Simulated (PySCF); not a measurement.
Molecule: `CC(N)=O`, C$_{2}$H$_{5}$NO.

Numbering as in the mapped SMILES `[CH3:1][C:2]([NH2:3])=[O:4]`; H(Xn) means a hydrogen on atom n. Ha(N3) is cis to the C=O or C=S heteroatom; Hb(N3) is trans to the C=O or C=S heteroatom.

Spin–spin couplings on one PBE0-D3(BJ)/def2-SVP geometry, PySCF, gas phase, non-relativistic, equivalent pairs averaged; isotopes 13C, 1H, 15N; basis pcJ-1.

**Question.** How do the couplings (Hz) change with the functional? Times are CPU seconds on shared hosts with different chips, so compare them loosely.

**Answer.** 
| functional | functions | 1J(C1,H(C1)) | 1J(N3,Hb(N3)) | 1J(N3,Ha(N3)) | 1J(C1,C2) | 1J(C2,N3) | 2J(H(C1),H(C1)) | 2J(C2,H(C1)) | core-s |
| --- | --- | --- | --- | --- | --- | --- | --- | --- | --- |
| HF | 158 | 161.9 | -115.7 | -114.4 | 83.4 | -26.6 | -30.9 | -15.6 | 6.2 |
| LDA | 158 | 102.4 | -77.0 | -76.6 | 37.6 | -10.7 | -9.3 | -3.0 | 5.6 |
| PBE | 158 | 122.7 | -86.6 | -86.6 | 47.8 | -13.3 | -13.3 | -4.5 | 9.2 |
| KT2 | 158 | 129.0 | -94.1 | -94.5 | 38.2 | -7.7 | -18.3 | -5.4 | 9.6 |
| B3LYP | 158 | 134.6 | -95.5 | -94.9 | 55.1 | -16.4 | -15.0 | -5.1 | 11 |
| PBE0 | 158 | 126.6 | -91.3 | -90.5 | 52.8 | -15.8 | -15.6 | -5.9 | 10 |
| B97-2 | 158 | 121.0 | -88.1 | -87.4 | 52.3 | -15.6 | -13.3 | -5.4 | 10 |
| BHandHLYP | 158 | 144.6 | -103.3 | -102.1 | 63.9 | -20.2 | -18.5 | -7.2 | 16 |
| CAM-B3LYP | 158 | 132.0 | -95.4 | -94.3 | 55.0 | -17.0 | -15.4 | -5.3 | 14 |
